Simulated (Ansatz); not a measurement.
How far each method lies from UCCSDTQ for H2B–B, triplet

Geometry: a PBE0/def2-TZVP stationary point for this spin, not checked as a minimum.

```yaml
atoms:
  - { symbol: B, position_ang: [0.0000, 0.0000, 0.6756] }
  - { symbol: B, position_ang: [0.0000, 0.0000, -0.9095] }
  - { symbol: H, position_ang: [0.0000, 1.0479, 1.2540] }
  - { symbol: H, position_ang: [0.0000, -1.0479, 1.2540] }
```

Basis cc-pVDZ; Ansatz 0.2.0. Correlated methods freeze the noble-gas cores, which leaves 8 electrons in 36 orbitals. Prefix R: restricted or restricted open-shell reference; prefix U: unrestricted. Active spaces: valence = (8e, 10o) chosen from the atoms' valence shells.

Full CI isn't at hand for all of this; UCCSDTQ serves as the reference, and is uncertain by about the last step of the cluster series. The frozen core follows each run's orbitals, which can shift R against U totals by a few meV.

For open shells CISD is restricted-active-space CI with the open shells as a complete middle space.

* UHF ⟨S²⟩: 2.005
* T1 diagnostic (RCCSD): 0.0353
* largest doubles amplitude (RCCSD): 0.060
* T1 diagnostic (UCCSD): 0.0314

```tsv
level	E − E(UCCSDTQ) (meV)	share of correlation (%)	wall time
RHF	4362	0.00	–
UHF	4314	1.11	–
RMP2	1055	75.82	–
UMP2	1043	76.08	–
CISD	376	91.39	0.83 s
RCCSD	166	96.20	–
UCCSD	164	96.24	–
RCCSD(T)	42	99.04	1 s
UCCSD(T)	41	99.06	0.94 s
BCCD(T)	39	99.11	1.1 s
RCCSDT	7	99.84	–
UCCSDT	7	99.85	–
RCCSDT(Q)	1	99.97	8 s
UCCSDT(Q)	1	99.98	7.5 s
RCCSDTQ	0	99.99	36 s (H100)
CASSCF (valence space)	2462	43.56	–
NEVPT2 (valence space)	661	84.85	3.1 s
NEVPT4(SD) (valence space)	97	97.78	11 s (H100)
MRCISD (valence space)	133	96.95	–
MRCISD+Q (valence space)	25	99.43	13 s (H100)
```

The correlation energy at UCCSDTQ, counted from RHF, is -4.362 eV. That run took 36 s on 2 threads of AMD EPYC 7R13 with a shared H100 80 GB, shared host.

Times hold each run's SCF and search for its determinant on a shared host, so for small cases they say little of a method's own cost; rows without a card ran on 1 thread of AMD EPYC 7R13.

Natural occupations of CASSCF (valence space) about the gap: 1.980 1.970 1.956 1.002 0.988 0.029 0.025 0.021 0.016 0.013; effectively unpaired electrons, Σ n²(2−n)², 2.02.

Atomization energy (electronic, same basis, no zero-point term; atoms at the same level, unrestricted beside the R rows where the molecule is a closed shell, with restricted open-shell steps beyond CCSDT(Q)) at UCCSDTQ: 974.8 kJ/mol. Errors of other levels:

```json
{"level": "RHF", "error (kJ/mol)": "-89.1"}
{"level": "UHF", "error (kJ/mol)": "-102.1"}
{"level": "RMP2", "error (kJ/mol)": "21.5"}
{"level": "UMP2", "error (kJ/mol)": "21.7"}
{"level": "CISD", "error (kJ/mol)": "-29.3"}
{"level": "RCCSD", "error (kJ/mol)": "-9.4"}
{"level": "UCCSD", "error (kJ/mol)": "-9.7"}
{"level": "RCCSD(T)", "error (kJ/mol)": "-2.0"}
{"level": "UCCSD(T)", "error (kJ/mol)": "-2.1"}
{"level": "BCCD(T)", "error (kJ/mol)": "-1.7"}
{"level": "RCCSDT", "error (kJ/mol)": "-0.6"}
{"level": "UCCSDT", "error (kJ/mol)": "-0.6"}
{"level": "RCCSDT(Q)", "error (kJ/mol)": "-0.1"}
{"level": "UCCSDT(Q)", "error (kJ/mol)": "-0.1"}
{"level": "RCCSDTQ", "error (kJ/mol)": "0.0"}
{"level": "CASSCF (valence space)", "error (kJ/mol)": "-82.6"}
{"level": "NEVPT2 (valence space)", "error (kJ/mol)": "-19.5"}
{"level": "NEVPT4(SD) (valence space)", "error (kJ/mol)": "-5.8"}
{"level": "MRCISD (valence space)", "error (kJ/mol)": "-12.0"}
{"level": "MRCISD+Q (valence space)", "error (kJ/mol)": "-5.2"}
```

This basis is far from its limit, so the value isn't to be set against a measured one. Truncated CI isn't size-consistent, which counts against it in atomization.
